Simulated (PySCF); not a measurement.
SMILES CC(C)=C (C4H8), CAM-B3LYP/def2-SVP optimised geometry.

```
12

C     -0.40    -1.35     1.25
C     -0.82     0.09     1.18
C     -0.28     0.86     0.00
C     -1.61     0.65     2.09
H      0.70    -1.44     1.29
H     -0.73    -1.90     0.36
H     -0.82    -1.85     2.14
H      0.82     0.86     0.00
H     -0.63     1.90     0.00
H     -0.60     0.39    -0.95
H     -1.91     1.70     2.02
H     -1.99     0.08     2.94
```

Density from PySCF with CAM-B3LYP/def2-TZVP at that geometry.

Minimum of the electron density along straight lines between bonded atoms, close to the bond critical point (lines longer than 1.1 times the sum of covalent radii, or with two minima, are not listed):

| bond | length / Å | ρ at the minimum / e bohr⁻³ | ∇²ρ there / e bohr⁻⁵ | position (fraction from the first atom) |
|---|---|---|---|---|
| C1–C2 | 1.504 | 0.260 | -0.69 | 0.49 |
| C2–C3 | 1.504 | 0.260 | -0.69 | 0.51 |
| C2–C4 | 1.334 | (withheld) | -1.08 | 0.51 |
| C1–H5 | 1.103 | 0.270 | -0.91 | 0.64 |
| C1–H6 | 1.103 | 0.270 | -0.91 | 0.64 |
| C1–H7 | 1.099 | 0.275 | -0.94 | 0.64 |
| C3–H8 | 1.103 | 0.270 | -0.91 | 0.64 |
| C3–H9 | 1.099 | 0.275 | -0.94 | 0.64 |
| C3–H10 | 1.103 | 0.270 | -0.91 | 0.64 |
| C4–H11 | 1.093 | 0.278 | -0.97 | 0.65 |
| C4–H12 | 1.093 | 0.278 | -0.97 | 0.65 |

### Question
Fill in the missing entries.

### Answer

- C2–C4, ρ at the minimum / e bohr⁻³: 0.354
